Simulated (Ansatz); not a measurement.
A small benchmark: atomisation enthalpy at 298 K

10 molecules with open shells; the atomisation enthalpy at 298 K in kJ/mol, computed less measured. Shapes, held fixed at every level: PBE0-D4/def2-TZVP. Flexible molecules stand in one conformer, not always the lowest. Thermal terms are harmonic and unscaled (PBE0-D4/def2-TZVP); the spin-orbit lowering of the free atoms is taken from their spectra. Programs: Ansatz 0.2.0. Measured values: Active Thermochemical Tables.

Levels: A = PBE-D4/def2-TZVPP; B = PBE0-D4/def2-TZVPP; C = wB97X-V/def2-TZVPP.

```csv
molecule,from tabulated heats,A,B,C
N2H (dinitrogen monohydride),913,+94,+15,+25
C2HO (ethynyloxy radical),1723,+127,+36,+1
CH2N (SMILES C=[N]),1387,+68,+15,+9
CH3 (SMILES [CH3]),1224,+11,+3,-5
CH3O (hydroxymethyl radical),1636,+50,+5,0
N2H3 (hydrazinyl radical),1374,+86,+19,+29
C2H3O (acetyl radical),2347,+95,+21,+4
C3H3 (cyclopropenyl radical),2318,+110,+54,+7
C3H3 (propargyl radical),2453,+99,+37,-12
C2H5O (ethoxy radical),2784,+83,+26,+14
```

(1) Sum up the errors.

Answers

(1) 
| level | kind | mean error | mean absolute error | worst case |
| --- | --- | --- | --- | --- |
| PBE-D4/def2-TZVPP | GGA | +82.3 | 82.3 | C2HO |
| PBE0-D4/def2-TZVPP | global hybrid | +23.1 | 23.1 | C3H3 (cyclopropenyl radical) |
| wB97X-V/def2-TZVPP | range-separated hybrid | +7.2 | 10.6 | N2H3 |

On this set wB97X-V/def2-TZVPP has the smallest mean absolute error and PBE-D4/def2-TZVPP the largest. PBE-D4/def2-TZVPP is too high in 10 of 10; PBE0-D4/def2-TZVPP is too high in 10 of 10; wB97X-V/def2-TZVPP is too high in 7 of 10. Open shells run unrestricted. The set is small.
